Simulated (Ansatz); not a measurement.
Results of PBEsol (Ansatz, a first-principles code, plane waves, PAW) for 1T (CdI2-type) PdTe2.

Numerical settings: plane-wave cutoff 520 eV, 18×18×12 k mesh (along the axes of the cell as run), Fermi–Dirac smearing 0.05 eV, scalar-relativistic PAW data made under PBE.

Cell (relaxed at this level):

PdTe₂ has the trigonal space group P-3m1 (No. 164), Pearson symbol hP3. Lattice parameters: a = b = 4.040 Å, c = 5.070 Å, α = β = 90.00°, γ = 120.00°. Te on 2d is surrounded by 3 Pd at 2.697 Å (trigonal pyramidal). Pd on 1a sees 6 Te at 2.697 Å (octahedral). (Neighbours: up to the widest gap in distance over summed covalent radii, below 1.35, at either atom; cation-cation and far metal-metal contacts left out.)

**Question.** Predict the bulk modulus.

**Answer.** 
- bulk modulus = 67.1 GPa

The run finds no gap.

Note: the cell comes from a level without a dispersion term, which matters for the spacing of layers, chains or molecules; the bulk modulus comes from volumes at which shape and atoms were relaxed.

Spin–orbit coupling is not included; it can open a gap where bands touch, and shift volumes and moduli.

Computed values are for the static lattice.

The result took around 25 core-minutes (rough).
